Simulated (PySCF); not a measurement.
**BP: bond curves at several levels of theory, part 1 of 2**

One job finds the state of BP, follows it along the bond with each method and fits the curves.

Computed with PySCF 2.14.0. Level: B cc-pVTZ, P cc-pV(T+d)Z, no relativity.

## 1. The job

Settings of the job:

```
atoms                         : B, P
charge                        : 0
basis                         : B cc-pVTZ, P cc-pV(T+d)Z
Hamiltonian                   : no relativity
basis functions               : 69
electrons treated             : 20
masses in u                   : 11.0093, 30.9738
levels                        : PBE0, PBE, r²SCAN, BLYP, LDA, r²SCANh, ωB97X, HF, MP2, SCS-MP2, CCSD, CCSD(T)
grid                          : 80 radial by 434 angular points
occupations                   : held fixed by the projection of orbital angular momentum
dissociation limit            : B + P, each in its ground configuration
starting distance in angstrom : 1.880
values of 2S to try           : 0, 2, 4
```

Command:

```
$ OMP_NUM_THREADS=1 python dia.py task.json out
```

After the search, every level is run at each distance in turn; below they are sorted by level.

## 2. Which determinant to follow

Unrestricted PBE0 solutions at 1.880 Å, counted from the lowest. The search isn't exhaustive.

| 2Ms+1 | unpaired | term | E (eV) | ⟨S²⟩ | ⟨Lz²⟩ | μ (D) |
| --- | --- | --- | --- | --- | --- | --- |
| 3 | σ ↑, π ↑ | ³Π | 0.00 | 2.01 | 1.02 | -0.38 |
| 1 | σ ↓, π ↑ | not assigned | 0.12 | 1.05 | 1.01 | -0.41 |
| 3 | π ↑↑ | ³Σ⁻ | 0.84 | 2.01 | 0.00 | 2.25 |
| 1 | π ↑↓ | not assigned | 1.14 | 1.01 | 2.03 | 2.31 |
| 1 | none | ¹Σ⁺ | 1.23 | 0.00 | 0.00 | -1.09 |
| 5 | σ ↑, π ↑↑↑ | ⁵Π | 2.12 | 6.01 | 1.00 | 0.56 |
| 1 | none | not assigned | 2.16 | 0.00 | 2.01 | 2.52 |
| 3 | σ ↑, π ↑↑↓ | not assigned | 2.60 | 3.02 | 3.04 | 0.50 |
| 3 | σ ↓, π ↑↑↑ | not assigned | 2.88 | 3.02 | 1.01 | 0.97 |
| 1 | σ ↑, π ↑↓↓ | not assigned | 3.13 | 2.02 | 3.04 | 1.00 |
| 3 | σ ↑↑ | ³Σ⁺ | 3.14 | 2.25 | 0.00 | 0.17 |
| 3 | π ↑↑ | not assigned | 3.32 | 2.16 | 2.02 | -0.85 |
| 3 | π ↑↑ | not assigned | 3.89 | 2.14 | 2.01 | -1.04 |
| 5 | σ ↑↑, π ↑↑ | not assigned | 4.75 | 6.03 | 2.01 | 1.01 |

A term symbol stands only where ⟨S²⟩ and ⟨Lz²⟩ are near those of a pure state. A positive dipole means B(−)P(+).

The most promising solutions are followed along the bond (rough minima from three points):

| 2Ms+1 | unpaired | R at minimum (Å) | energy at minimum (eV) |
| --- | --- | --- | --- |
| 3 | σ ↑, π ↑ | 1.74 | 0.00 |
| 1 | σ ↓, π ↑ | 1.75 | 0.14 |
| 1 | none | not bracketed | ≤ 0.85 |
| 3 | π ↑↑ | not bracketed | ≤ 1.06 |
| 1 | π ↑↓ | not bracketed | ≤ 1.36 |

The search made 18 SCF attempts at the starting distance; with the short scans it took 37 s of wall time (1 thread of Arm Neoverse N1, shared host).

## 3. The PBE0 curve of the state that the search chose

State followed: ³Π (triplet), unpaired electrons σ ↑, π ↑. The scan is laid around 1.741 Å.

Output of the SCF at 1.741 Å:

```text
******** <class 'pyscf.dft.uks_symm.SymAdaptedUKS'> ********
method = SymAdaptedUKS
initial guess = minao
damping factor = 0
level_shift factor = 0
DIIS = <class 'pyscf.scf.diis.CDIIS'>
diis_start_cycle = 1
diis_space = 10
diis_damp = 0
SCF conv_tol = 1e-09
SCF conv_tol_grad = None
SCF max_cycles = 60
direct_scf = False
max_memory 909 MB (current use 416 MB)
number electrons alpha = 11  beta = 9
XC library pyscf.dft.libxc version 7.0.0
    S. Lehtola, C. Steigemann, M. J.T. Oliveira, and M. A.L. Marques.,  SoftwareX 7, 1–5 (2018)
XC functionals = PBE0
    C. Adamo and V. Barone.,  J. Chem. Phys. 110, 6158 (1999)
    M. Ernzerhof and G. E. Scuseria.,  J. Chem. Phys. 110, 5029 (1999)
small_rho_cutoff = 0
Overwritten attributes  get_hcore get_occ get_jk get_j get_k  of <class 'pyscf.dft.uks_symm.SymAdaptedUKS'>
<class 'pyscf.dft.uks_symm.SymAdaptedUKS'> does not have attributes  refdm
Set gradient conv threshold to 3.16228e-05
init E= -365.891605866175
cycle= 1 E= -365.891671869373  delta_E= -6.6e-05  |g|= 6.33e-05  |ddm|= 0.000443
cycle= 2 E= -365.891671871905  delta_E= -2.53e-09  |g|= 5.14e-05  |ddm|= 0.000265
cycle= 3 E= -365.891671873442  delta_E= -1.54e-09  |g|= 5.38e-06  |ddm|= 7.99e-05
cycle= 4 E= -365.891671873502  delta_E= -5.99e-11  |g|= 2.22e-06  |ddm|= 1.99e-05
Extra cycle  E= -365.891671873515  delta_E= -1.3e-11  |g|= 1.85e-06  |ddm|= 1.01e-05
converged SCF energy = -365.891671873515  <S^2> = 2.0131829  2S+1 = 3.0087758
```

Points of the scan, energies from the lowest:

| R (Å) | E (eV) | μ (D) | Mulliken charge of B (e) | Mayer bond order | ⟨S²⟩ | HOMO (eV) | LUMO (eV) |
| --- | --- | --- | --- | --- | --- | --- | --- |
| 1.4973 | 1.2412 | 0.06 | -0.23 | 2.48 | 2.01 | -7.62 | -5.01 |
| 1.5669 | 0.5520 | -0.03 | -0.15 | 2.44 | 2.01 | -7.43 | -4.85 |
| 1.6365 | 0.1698 | -0.11 | -0.09 | 2.40 | 2.01 | -7.24 | -4.71 |
| 1.6888 | 0.0349 | -0.18 | -0.05 | 2.37 | 2.01 | -7.12 | -4.61 |
| 1.7410 | 0.0000 | -0.24 | -0.02 | 2.33 | 2.01 | -7.01 | -4.52 |
| 1.7932 | 0.0423 | -0.29 | 0.01 | 2.29 | 2.01 | -6.90 | -4.43 |
| 1.8629 | 0.1879 | -0.37 | 0.03 | 2.24 | 2.01 | -6.77 | -4.32 |
| 1.9499 | 0.4645 | -0.45 | 0.05 | 2.15 | 2.01 | -6.61 | -4.20 |
| 2.0544 | 0.8708 | -0.55 | 0.06 | 2.03 | 2.01 | -6.44 | -4.06 |
| 2.1937 | 1.4441 | -0.68 | 0.07 | 1.82 | 2.02 | -6.20 | -4.07 |

Fit: Re = 1.736 Å, ωe = 984 cm⁻¹, ωexe = 6.04 cm⁻¹, αe = 0.00547 cm⁻¹, Be = 0.6885 cm⁻¹, De = 3.62 eV, μ = -0.23 D.

Orbitals nearest the gap at 1.741 Å:

| spin | orbital | ε (eV) | filled | made of |
| --- | --- | --- | --- | --- |
| α | σ | -18.04 | yes | P s 66 %, B s 21 % |
| β | σ | -16.70 | yes | P s 67 %, B s 20 %, B p 9 % |
| α | σ | -11.14 | yes | B s 44 %, P p 29 %, P s 22 % |
| β | σ | -9.74 | yes | P p 45 %, B s 29 %, P s 23 % |
| α | π | -8.29 | yes | P p 67 %, B p 30 % |
| α | σ | -7.87 | yes | B p 48 %, P p 29 %, B s 19 % |
| α | π | -7.37 | yes | P p 62 %, B p 36 % |
| β | π | -7.01 | yes | P p 70 %, B p 27 % |
| β | π | -4.52 | no | P p 68 %, B p 30 % |
| β | σ | -3.17 | no | B s 53 %, B p 34 %, P p 15 % |
| α | π | -1.96 | no | B p 63 %, P p 31 % |
| α | π | -1.40 | no | B p 58 %, P p 36 % |

Polarisability there: 55.2 bohr³ along the bond, 29.3 across it. Without diffuse functions these come out too small, above all across the bond.

## 4. Orbitals, density and potential

Orbitals, density, ELF and potential are computed afterwards from the orbital file.

Frontier orbitals at PBE0 (alpha spin), with the share of their density that lies nearest to each atom:

| orbital | energy (eV) | lies on |
| --- | --- | --- |
| HOMO-1 | -7.87 | B1 67 %; P2 33 % |
| HOMO | -7.37 | P2 59 %; B1 41 % |
| LUMO | -1.96 | B1 62 %; P2 38 % |

ELF in a plane through or near 2 of the atoms.

Ten even steps from ' ' (0.00) to '@' (0.98):
```
                        ................                
                ......::------======----::..            
          ..::::------====++++++******++==--::..        
      ..--==++++++++++++******############++++--..      
      ::==****************######%%%%%%%%##****==..      
    ..++##%%%%%%%%########%%%%%%%%@@@@@@%%%%##**--..    
  ::--##@@@@@@@@@@%%%%%%%%%%%%%%%%@@@@@@@@@@%%##++::..  
  --**%%@@@@@@@@@@##**##%%@@%%##----==%%@@@@@@%%**--..  
  ==##@@@@@@@@@@%%::....##@@%%::--==::--@@@@@@%%**--::  
  ++##@@@@@@@@@@****%%**==%%##..**++##..%%@@@@%%##==::  
  ++##@@@@@@@@@@****%%**==%%##..****##..%%@@@@%%##==::  
  ==##@@@@@@@@@@%%::....##@@%%::--==::--@@@@@@%%**--::  
  --**%%@@@@@@@@@@##**##%%@@%%##==--==%%@@@@@@%%**--..  
  ::--##@@@@@@@@@@%%%%%%%%%%%%%%%%@@@@@@@@@@%%##++::..  
    ..++##%%%%%%%%########%%%%%%%%@@@@@@%%%%##**--..    
      ::==****************######%%%%%%%%##****==..      
      ..--==++++++++++++******############++++--..      
          ..::::------====++++++******++==--::..        
                ......::------======----::..            
                        ................                
```
The map spans 6.9 Å across and 5.2 Å up, centred on the molecule. Atoms in the plane (x, y in Å): B1 (-0.9, 0.0), P2 (0.9, 0.0).

log10 of the density (e/Å³) in the same plane.

Ten even steps from ' ' (-4.0) to '@' (2.3):
```
          ............::::::::::::::::::........        
        ......::::::::::::::::::--::::::::::::....      
      ....::::::::------------------------::::::....    
  ......::::::----------================------::::....  
  ....::::::------========================----::::....  
......::::----==============++++++++++======----::::....
....::::----======++++++++++++++++++++++++====----::::..
..::::----====++++++++++++++++********++++++====--::::..
..::::--======++++**************######**++++++==--::::..
..::::--====++++**##@@%%********@@@@@@**++++++==----::..
..::::--====++++**##@@%%********@@@@@@**++++++==----::..
..::::--======++++**************######**++++++==--::::..
..::::----====++++++++++++++++********++++++====--::::..
....::::----======++++++++++++++++++++++++====----::::..
......::::----==============++++++++++======----::::....
  ....::::::------========================----::::....  
  ......::::::----------================------::::....  
      ....::::::::------------------------::::::....    
        ......::::::::::::::::::--::::::::::::....      
          ............::::::::::::::::::........        
```
The map spans 6.9 Å across and 5.2 Å up, centred on the molecule. Atoms in the plane (x, y in Å): B1 (-0.9, 0.0), P2 (0.9, 0.0).

On the surface of density 0.002 e/bohr³ the electrostatic potential runs, from the 1st to the 99th percentile, from -0.51 V near P2 to 0.92 V near B1.

The spin density lies nearest to B1 62 %; P2 38 %.

## 5. Higher solutions at PBE0

State 2: Ms = 0 determinant of mixed spin (⟨S²⟩ = 1.03), unpaired electrons σ ↓, π ↑, an excited solution.

The SCF at the reference distance, 1.741 Å, printed:

```text
[... 13 set-up lines left out, the same as in an earlier log ...]
max_memory 909 MB (current use 472 MB)
number electrons alpha = 10  beta = 10
[... 7 set-up lines left out, the same as in an earlier log ...]
init E= -365.886471423941
cycle= 1 E= -365.886536884067  delta_E= -6.55e-05  |g|= 6.28e-05  |ddm|= 0.000444
cycle= 2 E= -365.886536886571  delta_E= -2.5e-09  |g|= 4.98e-05  |ddm|= 0.000262
cycle= 3 E= -365.886536887985  delta_E= -1.41e-09  |g|= 4.92e-06  |ddm|= 7.78e-05
cycle= 4 E= -365.886536888016  delta_E= -3.13e-11  |g|= 3.41e-06  |ddm|= 1.84e-05
Extra cycle  E= -365.886536888  delta_E= 1.67e-11  |g|= 6.08e-06  |ddm|= 1.75e-05
converged SCF energy = -365.886536888  <S^2> = 1.0303939  2S+1 = 2.2630899
```

Re = 1.742 Å, ωe = 973 cm⁻¹; the determinant mixes terms (⟨S²⟩ = 1.03, ⟨Lz²⟩ = 1.01), so these belong to no real state. Its minimum lies 0.14 eV above that of the lowest state.

State 3: ¹Σ⁺ (singlet), closed shell, an excited solution.

Output of the SCF at 1.741 Å:

```text
[... 22 set-up lines left out, the same as in an earlier log ...]
init E= -365.857139834381
cycle= 1 E= -365.857233890503  delta_E= -9.41e-05  |g|= 0.00025  |ddm|= 0.000634
cycle= 2 E= -365.857233356337  delta_E= 5.34e-07  |g|= 0.000876  |ddm|= 0.00164
cycle= 3 E= -365.857233937708  delta_E= -5.81e-07  |g|= 5.28e-05  |ddm|= 0.00126
cycle= 4 E= -365.857233939453  delta_E= -1.75e-09  |g|= 3.94e-06  |ddm|= 7.59e-05
cycle= 5 E= -365.857233939467  delta_E= -1.4e-11  |g|= 5.42e-07  |ddm|= 1.16e-05
Extra cycle  E= -365.857233939467  delta_E= -2.27e-13  |g|= 5.94e-07  |ddm|= 2.94e-06
converged SCF energy = -365.857233939467  <S^2> = 7.1054274e-15  2S+1 = 1
```

Re = 1.653 Å, ωe = 1104 cm⁻¹, ωexe = 6.04 cm⁻¹, αe = 0.00559 cm⁻¹, Be = 0.7592 cm⁻¹, μ = -1.18 D. Its minimum lies 0.82 eV above that of the lowest state.

State 4: ³Σ⁻ (triplet), unpaired electrons π ↑↑, an excited solution.

Log of the SCF at 1.741 Å:

```text
[... 22 set-up lines left out, the same as in an earlier log ...]
init E= -365.838340360535
cycle= 1 E= -365.83836375862  delta_E= -2.34e-05  |g|= 9.11e-05  |ddm|= 0.000613
cycle= 2 E= -365.838363757963  delta_E= 6.57e-10  |g|= 9.99e-05  |ddm|= 0.000613
cycle= 3 E= -365.838363765918  delta_E= -7.96e-09  |g|= 7.66e-06  |ddm|= 0.00027
cycle= 4 E= -365.83836376594  delta_E= -2.13e-11  |g|= 1.11e-06  |ddm|= 1.11e-05
Extra cycle  E= -365.838363765941  delta_E= -1.53e-12  |g|= 5.74e-07  |ddm|= 4.59e-06
converged SCF energy = -365.838363765941  <S^2> = 2.0081656  2S+1 = 3.0054388
```

Re = 1.958 Å, ωe = 649 cm⁻¹, ωexe = 4.03 cm⁻¹, αe = 0.00527 cm⁻¹, Be = 0.5415 cm⁻¹, μ = 1.90 D. Its minimum lies 1.03 eV above that of the lowest state.

Energy (eV) from the lowest point of the lowest state:

| R (Å) | lowest | state 2 | state 3 | state 4 |
| --- | --- | --- | --- | --- |
| 1.497 | 1.241 | 1.422 | 1.396 | 3.943 |
| 1.567 | 0.552 | 0.721 | 0.974 | 2.875 |
| 1.637 | 0.170 | 0.327 | 0.822 | 2.131 |
| 1.689 | 0.035 | 0.183 | 0.838 | 1.735 |
| 1.741 | 0.000 | 0.140 | 0.937 | 1.451 |
| 1.793 | 0.042 | 0.174 | 1.099 | 1.254 |
| 1.863 | 0.188 | 0.309 | 1.383 | 1.099 |
| 1.950 | 0.465 | 0.576 | 1.804 | 1.034 |
| 2.054 | 0.871 | 0.976 | 2.352 | 1.085 |
| 2.194 | 1.444 | 1.552 | 3.075 | 1.285 |

## 6. PBE

The SCF at the reference distance, 1.741 Å, printed:

```text
[... 17 set-up lines left out, the same as in an earlier log ...]
XC functionals = PBE
    J. P. Perdew, K. Burke, and M. Ernzerhof.,  Phys. Rev. Lett. 77, 3865 (1996)
    J. P. Perdew, K. Burke, and M. Ernzerhof.,  Phys. Rev. Lett. 78, 1396 (1997)
    J. P. Perdew, K. Burke, and M. Ernzerhof.,  Phys. Rev. Lett. 77, 3865 (1996)
    J. P. Perdew, K. Burke, and M. Ernzerhof.,  Phys. Rev. Lett. 78, 1396 (1997)
[... 2 set-up lines left out, the same as in an earlier log ...]
init E= -365.859467639872
cycle= 1 E= -365.860041042201  delta_E= -0.000573  |g|= 0.0298  |ddm|= 0.16
cycle= 2 E= -365.853587176923  delta_E= 0.00645  |g|= 0.0915  |ddm|= 0.214
cycle= 3 E= -365.860701474077  delta_E= -0.00711  |g|= 0.00502  |ddm|= 0.168
cycle= 4 E= -365.860719340422  delta_E= -1.79e-05  |g|= 0.00123  |ddm|= 0.00678
cycle= 5 E= -365.860720792334  delta_E= -1.45e-06  |g|= 0.000291  |ddm|= 0.00297
cycle= 6 E= -365.86072104381  delta_E= -2.51e-07  |g|= 0.00015  |ddm|= 0.00174
cycle= 7 E= -365.860721108413  delta_E= -6.46e-08  |g|= 3.18e-05  |ddm|= 0.00101
cycle= 8 E= -365.860721111413  delta_E= -3e-09  |g|= 6.98e-06  |ddm|= 0.000255
cycle= 9 E= -365.860721111469  delta_E= -5.55e-11  |g|= 1.44e-06  |ddm|= 2.55e-05
Extra cycle  E= -365.860721111452  delta_E= 1.74e-11  |g|= 4.8e-06  |ddm|= 1.15e-05
converged SCF energy = -365.860721111452  <S^2> = 2.0083714  2S+1 = 3.0055757
```

Re = 1.753 Å, ωe = 941 cm⁻¹, ωexe = 5.88 cm⁻¹, αe = 0.00559 cm⁻¹, Be = 0.6752 cm⁻¹, De = 3.90 eV, μ = -0.04 D. 17 s of CPU time for 12 points, integrals apart.

## 7. r²SCAN (meta-GGA)

Output of the SCF at 1.741 Å:

```text
[... 17 set-up lines left out, the same as in an earlier log ...]
XC functionals = R2SCAN
    J. W. Furness, A. D. Kaplan, J. Ning, J. P. Perdew, and J. Sun.,  J. Phys. Chem. Lett. 11, 8208-8215 (2020)
    J. W. Furness, A. D. Kaplan, J. Ning, J. P. Perdew, and J. Sun.,  J. Phys. Chem. Lett. 11, 9248-9248 (2020)
    J. W. Furness, A. D. Kaplan, J. Ning, J. P. Perdew, and J. Sun.,  J. Phys. Chem. Lett. 11, 8208-8215 (2020)
    J. W. Furness, A. D. Kaplan, J. Ning, J. P. Perdew, and J. Sun.,  J. Phys. Chem. Lett. 11, 9248-9248 (2020)
[... 2 set-up lines left out, the same as in an earlier log ...]
init E= -366.017609326539
cycle= 1 E= -366.018215164145  delta_E= -0.000606  |g|= 0.00522  |ddm|= 0.0983
cycle= 2 E= -366.018197702453  delta_E= 1.75e-05  |g|= 0.00704  |ddm|= 0.0251
cycle= 3 E= -366.018229197017  delta_E= -3.15e-05  |g|= 0.00403  |ddm|= 0.0193
cycle= 4 E= -366.018242511614  delta_E= -1.33e-05  |g|= 0.000803  |ddm|= 0.00731
cycle= 5 E= -366.018243321065  delta_E= -8.09e-07  |g|= 0.000313  |ddm|= 0.00241
cycle= 6 E= -366.018243643285  delta_E= -3.22e-07  |g|= 0.000132  |ddm|= 0.00187
cycle= 7 E= -366.018243758118  delta_E= -1.15e-07  |g|= 6.44e-05  |ddm|= 0.00146
cycle= 8 E= -366.01824377211  delta_E= -1.4e-08  |g|= 1.47e-05  |ddm|= 0.000541
cycle= 9 E= -366.018243772538  delta_E= -4.28e-10  |g|= 3.12e-06  |ddm|= 9.41e-05
Extra cycle  E= -366.01824377249  delta_E= 4.78e-11  |g|= 8.06e-06  |ddm|= 1.94e-05
converged SCF energy = -366.01824377249  <S^2> = 2.0175341  2S+1 = 3.0116667
```

Re = 1.740 Å, ωe = 980 cm⁻¹, ωexe = 5.80 cm⁻¹, αe = 0.00538 cm⁻¹, Be = 0.6853 cm⁻¹, De = 3.77 eV, μ = -0.29 D.

## 8. BLYP (GGA)

Log of the SCF at 1.741 Å:

```text
[... 17 set-up lines left out, the same as in an earlier log ...]
XC functionals = BLYP
    A. D. Becke.,  Phys. Rev. A 38, 3098 (1988)
    C. Lee, W. Yang, and R. G. Parr.,  Phys. Rev. B 37, 785 (1988)
    B. Miehlich, A. Savin, H. Stoll, and H. Preuss.,  Chem. Phys. Lett. 157, 200 (1989)
[... 2 set-up lines left out, the same as in an earlier log ...]
init E= -366.051429111894
cycle= 1 E= -366.053487162554  delta_E= -0.00206  |g|= 0.0364  |ddm|=  0.3
cycle= 2 E= -366.043200891251  delta_E= 0.0103  |g|= 0.115  |ddm|= 0.277
cycle= 3 E= -366.054567422957  delta_E= -0.0114  |g|= 0.00576  |ddm|= 0.208
cycle= 4 E= -366.054588215314  delta_E= -2.08e-05  |g|= 0.00178  |ddm|= 0.01
cycle= 5 E= -366.054591926193  delta_E= -3.71e-06  |g|= 0.000478  |ddm|= 0.00503
cycle= 6 E= -366.054592435265  delta_E= -5.09e-07  |g|= 0.000296  |ddm|= 0.00264
cycle= 7 E= -366.054592594943  delta_E= -1.6e-07  |g|= 4.48e-05  |ddm|= 0.00158
cycle= 8 E= -366.05459259834  delta_E= -3.4e-09  |g|= 6.88e-06  |ddm|= 0.000235
cycle= 9 E= -366.054592598394  delta_E= -5.36e-11  |g|= 1.25e-06  |ddm|= 2.49e-05
Extra cycle  E= -366.054592598391  delta_E= 2.84e-12  |g|= 2.46e-06  |ddm|= 6.72e-06
converged SCF energy = -366.054592598391  <S^2> = 2.0050646  2S+1 = 3.0033745
```

Re = 1.758 Å, ωe = 919 cm⁻¹, ωexe = 6.19 cm⁻¹, αe = 0.00590 cm⁻¹, Be = 0.6717 cm⁻¹, De = 3.67 eV, μ = 0.01 D. 11 s of CPU time for 12 points, integrals apart.

## 9. LDA (local density)

The SCF at the reference distance, 1.741 Å, printed:

```text
[... 13 set-up lines left out, the same as in an earlier log ...]
max_memory 909 MB (current use 473 MB)
[... 3 set-up lines left out, the same as in an earlier log ...]
XC functionals = LDA,VWN
    P. A. M. Dirac.,  Math. Proc. Cambridge Philos. Soc. 26, 376 (1930)
    F. Bloch.,  Z. Phys. 57, 545 (1929)
    S. H. Vosko, L. Wilk, and M. Nusair.,  Can. J. Phys. 58, 1200 (1980)
[... 2 set-up lines left out, the same as in an earlier log ...]
init E= -364.509239445707
cycle= 1 E= -364.51431192768  delta_E= -0.00507  |g|= 0.0398  |ddm|= 0.366
cycle= 2 E= -364.506514757942  delta_E= 0.0078  |g|= 0.102  |ddm|= 0.225
cycle= 3 E= -364.514864080056  delta_E= -0.00835  |g|= 0.018  |ddm|= 0.204
cycle= 4 E= -364.515132109472  delta_E= -0.000268  |g|= 0.0015  |ddm|= 0.0319
cycle= 5 E= -364.515133338282  delta_E= -1.23e-06  |g|= 0.00034  |ddm|= 0.0035
cycle= 6 E= -364.515133416751  delta_E= -7.85e-08  |g|= 0.000108  |ddm|= 0.000752
cycle= 7 E= -364.515133429001  delta_E= -1.23e-08  |g|= 2.29e-05  |ddm|= 0.000314
cycle= 8 E= -364.515133429716  delta_E= -7.14e-10  |g|= 6.24e-06  |ddm|= 7.89e-05
Extra cycle  E= -364.51513342955  delta_E= 1.66e-10  |g|= 1.72e-05  |ddm|= 4.29e-05
converged SCF energy = -364.51513342955  <S^2> = 2.00866  2S+1 = 3.0057678
```

Re = 1.740 Å, ωe = 962 cm⁻¹, ωexe = 5.63 cm⁻¹, αe = 0.00548 cm⁻¹, Be = 0.6853 cm⁻¹, De = 4.52 eV, μ = 0.05 D. 12 s of CPU time for 12 points, integrals apart.

## 10. r²SCANh

Output of the SCF at 1.741 Å:

```text
[... 17 set-up lines left out, the same as in an earlier log ...]
XC functionals = HYB_MGGA_XC_R2SCANH
    M. Bursch, H. Neugebauer, S. Ehlert, and S. Grimme.,  J. Chem. Phys. 156, 134105 (2022)
[... 2 set-up lines left out, the same as in an earlier log ...]
init E= -366.014586579993
cycle= 1 E= -366.015142800004  delta_E= -0.000556  |g|= 0.00599  |ddm|= 0.0943
cycle= 2 E= -366.015135131249  delta_E= 7.67e-06  |g|= 0.00694  |ddm|= 0.0227
cycle= 3 E= -366.015162800358  delta_E= -2.77e-05  |g|= 0.00359  |ddm|= 0.0176
cycle= 4 E= -366.015175334257  delta_E= -1.25e-05  |g|= 0.00076  |ddm|= 0.00838
cycle= 5 E= -366.0151767609  delta_E= -1.43e-06  |g|= 0.0004  |ddm|= 0.00309
cycle= 6 E= -366.015177465694  delta_E= -7.05e-07  |g|= 0.00021  |ddm|= 0.00256
cycle= 7 E= -366.015177855117  delta_E= -3.89e-07  |g|= 7.09e-05  |ddm|= 0.00295
cycle= 8 E= -366.015177879047  delta_E= -2.39e-08  |g|= 2.15e-05  |ddm|= 0.000763
cycle= 9 E= -366.015177879749  delta_E= -7.03e-10  |g|= 2.8e-06  |ddm|= 0.000102
Extra cycle  E= -366.01517787976  delta_E= -1.06e-11  |g|= 1.4e-06  |ddm|= 1.12e-05
converged SCF energy = -366.01517787976  <S^2> = 2.0190168  2S+1 = 3.0126512
```

Re = 1.736 Å, ωe = 990 cm⁻¹, ωexe = 5.86 cm⁻¹, αe = 0.00537 cm⁻¹, Be = 0.6888 cm⁻¹, De = 3.67 eV, μ = -0.33 D.

(Continued in part 2 of 2.)
